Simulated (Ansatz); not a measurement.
Reaction (atomization): `CSP` → C• + 5 H• + P• + S•

Program: Ansatz. Geometries: PBE0-D4/def2-TZVP. ΔE: electronic, gas phase. CCSD(T)/CBS is the MP2 limit (def2-TZVPP, def2-QZVPP) plus CCSD(T) − MP2 in def2-TZVPP, frozen cores. This one scheme is used for every species, atoms too. Functionals use def2-TZVPP. B3LYP here is the variant with VWN-RPA as its local correlation; programs differ in this. HSE06 is defined as in plane-wave codes. Open shells (•) are unrestricted, without spin–orbit coupling. Spin–orbit coupling would lower the free atoms: a little for C, S. One conformer a species, not always the lowest.

`CSP`:

```xyz
8

C     0.227    1.351   -0.188
S     0.936   -0.222    0.358
P    -0.724   -1.479    0.046
H    -0.624    1.637    0.428
H    -0.067    1.310   -1.237
H     1.017    2.095   -0.070
H    -0.058   -2.535   -0.630
H    -0.707   -2.157    1.293
```

```
             level  ΔE (kJ/mol)  difference from CCSD(T)/CBS
            PBE-D4       2573.7                         44.0
         revPBE-D4       2525.9                         -3.8
           BLYP-D4       2533.7                          4.0
         r2SCAN-D4       2537.0                          7.3
            B97M-V       2563.8                         34.1
          B3LYP-D4       2543.0                         13.3
        r2SCANh-D4       2524.4                         -5.3
        r2SCAN0-D4       2506.8                        -22.9
          HSE06-D4       2539.0                          9.3
          BHLYP-D4       2478.8                        -50.9
      CAM-B3LYP-D4       2538.5                          8.8
           ωB97X-V       2559.6                         29.9
           ωB97M-V       2557.8                         28.1
            B2PLYP       2497.8                        -31.9
          PBE-QIDH       2504.1                        -25.6
               PBE       2558.1                         28.4
            revPBE       2477.5                        -52.2
              BLYP       2498.8                        -30.9
              PBE0       2524.2                         -5.5
             B3LYP       2517.7                        -12.0
           r2SCANh       2520.6                         -9.1
           r2SCAN0       2502.6                        -27.1
             BHLYP       2459.1                        -70.6
         CAM-B3LYP       2525.3                         -4.4
           LC-ωPBE       2493.8                        -35.9
       HF/def2-SVP       1776.4                       -753.3
      MP2/def2-SVP       2312.8                       -216.9
     CCSD/def2-SVP       2303.0                       -226.7
  CCSD(T)/def2-SVP       2329.4                       -200.3
     HF/def2-TZVPP       1800.4                       -729.3
    MP2/def2-TZVPP       2449.3                        -80.4
SCS-MP2/def2-TZVPP       2468.4                        -61.3
   CCSD/def2-TZVPP       2414.5                       -115.2
CCSD(T)/def2-TZVPP       2451.2                        -78.5
     HF/def2-QZVPP       1803.6                       -726.1
    MP2/def2-QZVPP       2495.4                        -34.3
SCS-MP2/def2-QZVPP       2520.2                         -9.5
      HF/CBS(def2)       1804.1                       -725.6
     MP2/CBS(def2)       2527.8                         -1.9
    CCSD/CBS(def2)       2493.0                        -36.7
       CCSD(T)/CBS       2529.7                            0
```

Largest T1 diagnostic among the species: 0.012.

From PBE to PBE0 (25 % exact exchange), in def2-TZVPP and without D4, ΔE moves by −33.9 kJ/mol: exact exchange takes away binding that semilocal exchange gives to molecules. At CCSD(T), def2-SVP lies −200.3 kJ/mol from the extrapolated value and def2-TZVPP −78.5 kJ/mol: correlation converges slowly with the basis, and small sets miss more of it in the bonded molecule than in its fragments. The D4 term adds +25.4 kJ/mol with B3LYP and +13.0 kJ/mol with PBE0; it sums over pairs of atoms, weighted by their polarisabilities, and B3LYP, whose exchange is more repulsive, gets the larger term.

For atomizations the MP2-based limit and the directly extrapolated one differ by several kJ/mol either way, and by 10 to 25 for some Ge, Se and Sn compounds, so smaller differences from it don't rank the levels.
